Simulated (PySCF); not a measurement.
CH₃, SMILES [CH3], multiplicity 2.

Geometry optimised at B3LYP-D3(BJ)/def2-TZVPD. The isomer is the one that the SMILES or the coordinates give; other isomers of the formula were not compared.

Computed with TDA-ωB97X/def2-TZVPD (PySCF).

Vertical excitations; the highest root listed may be one member of a degenerate set. Gas-phase values at a fixed geometry.

```csv
state,energy (eV),λ (nm),f,main pairs
root 1,6.08,204,0.042,α HOMO→LUMO 96 %
root 2,6.74,184,0.000,β HOMO→LUMO 97 %
root 3,6.75,184,0.000,β HOMO−1→LUMO 97 %
root 4,8.29,150,0.000,α HOMO→LUMO+1 (degenerate set)
root 5,8.29,150,0.000,α HOMO→LUMO+2 (degenerate set)
root 6,9.02,137,0.112,α HOMO→LUMO+3 92 %
root 7,9.07,137,0.000,α HOMO→LUMO+5 (degenerate set)
root 8,9.08,137,0.000,α HOMO→LUMO+4 (degenerate set)
root 9,10.14,122,0.000,α HOMO→LUMO+6 93 %
root 10,10.42,119,0.104,α HOMO→LUMO+8 98 %
```
Unrestricted roots are not spin-pure.
